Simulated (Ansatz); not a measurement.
B3H2. The state is a doublet with charge 0. Geometry r2SCAN-D4/def2-TZVP, basis def2-TZVP, Ansatz.

Cartesian coordinates in Å:
```
B 0.003 -0.002 -0.003
B -0.386 1.005 -1.066
B 0.388 -1.006 1.065
H -0.690 1.788 -1.891
H 0.686 -1.786 1.895
```

| run | HOMO (eV) | LUMO (eV) |
| --- | --- | --- |
| A | -6.06 | -3.79 |
| B | -5.14 | -4.82 |
| C | -5.43 | -4.48 |
| D | -5.30 | -4.90 |

Another isomer (doublet) lies 0.11 eV lower at PBE0-D4/def2-TZVP; other spin states weren't run for this one.

HOMO and LUMO are taken over both spins.

Q: The runs used BLYP, PBE, PBE0, r2SCAN. Estimate which is which.

A: A PBE0 (25 % exact exchange); B BLYP (0 % exact exchange); C r2SCAN (0 % exact exchange); D PBE (0 % exact exchange). Exact exchange lowers occupied and raises empty levels; among semilocal functionals meta-GGAs tend to open the gap a little, and such runs are hard to tell apart. The gap grows from 0.31 eV (BLYP) to 2.27 eV (PBE0).
